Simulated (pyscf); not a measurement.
PySCF, gas phase, ωB97X-D3(BJ)/def2-SVP geometries.

For the elementary gas-phase step HO–B(OH)–OH (SMILES OB(O)O) + BH₃ (SMILES B) -> H₂B–O–B(OH)–OH (SMILES BOB(O)O) + H₂ (SMILES [H][H]) (singlet surface; H–O, B–H broken, B–O, H–H formed), what barrier and reaction energy does ωB97M-D3(BJ)/def2-TZVP give, measured from the separated reactants?

ΔE‡ = 15.4 kcal/mol, ΔE = -26.0 kcal/mol. Zero-point energy shifts the barrier by +0.3 kcal/mol. It is a four-centre exchange, with an imaginary mode of 1441i cm⁻¹. On the reactant side the descent ends in an adduct with a B–O contact (not fully relaxed), 8.6 kcal/mol under the separated species and 24.5 kcal/mol under the saddle at ωB97X-D3(BJ)/def2-TZVP. What is counted as formed (B–O) is already present as a longer contact in the reactant adduct; forming that adduct is a step of its own. One saddle was located; it need not be the lowest between these sides.
